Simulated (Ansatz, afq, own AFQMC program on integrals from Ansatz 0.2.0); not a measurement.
**Where AFQMC and coupled cluster stand for BNH₄, triplet**

```xyz
6

B    -1.3188    0.0351    0.0000
H    -1.9155    1.0687    0.0000
H    -1.9155   -0.9985    0.0000
H    -0.0078    0.0351    0.0000
N     1.1892    0.0351    0.0000
H     1.4583   -0.9691    0.0000
```

Connectivity, by distances: BH2 ··· NH, 1 bridging H.

Basis cc-pVTZ. Only valence electrons are correlated. Integrals, coupled cluster, full CI and functionals: Ansatz 0.2.0; the random walks run on the same integrals in our own AFQMC program. ph-AFQMC/CISD is guided by a CISD state made of CCSD amplitudes; releasing the constraint for a short imaginary time cuts its bias at the price of noise, slowly where states lie close. Error bars are statistical, one sigma.

Determinant: UHF, the one that the program's search chose, which needn't be the lowest solution. The geometry is a point of a scan.

No full CI on the walks' own integrals is used here. The released AFQMC energy serves as the reference, which it does only where one determinant dominates, the energy is flat over the last release times and near the phaseless one (40 meV or 2 meV an electron, half that with transition metals). On small molecules, where full CI could be run and the noise was under 10 meV, such values lay within 10 meV of it in 19 cases of 20, a flattering rate, since the rule was set on those same cases; what remains of the bias isn't in the error bar.

Cautions: lower spins were not checked; the released value is read at 2.40 1/Eh (meV from the phaseless value at times in 1/Eh: 2 ± 7 at 0.24, -10 ± 8 at 0.51, -9 ± 6 at 0.99, 5 ± 7 at 1.62, -1 ± 9 at 2.40).

The T1 diagnostic is 0.0161, the weight of the determinant in the CISD state is 0.884 and the ⟨S²⟩ of the determinant is 2.035. The size of the correlated space is 12 electrons in 114 orbitals.

```tsv
level	correlation energy (eV)
MP2	-7.5590
CCSD	-8.5997
CCSD(T)	-8.8603
```

(1) Estimate where AFQMC with the constraint released lies against CCSD(T) on the same integrals.

(1) 1.36 ± 0.32 mEh below CCSD(T).

Reference: AFQMC with the constraint released, correlation energy -8.897 ± 0.009 eV.

```tsv
level	E − E(reference) (mEh)	share of correlation (%)
CCSD(T)	1.36 ± 0.32	99.58
ph-AFQMC/CISD	0.03 ± 0.37	99.99
```

A walk keeps the symmetry of its determinant, which the program's search chose and which needn't be the lowest solution, so a lower state of the same spin and another symmetry isn't excluded. Released energies are given only where the last usable release times agree within the noise; a slower fall can still hide under it.
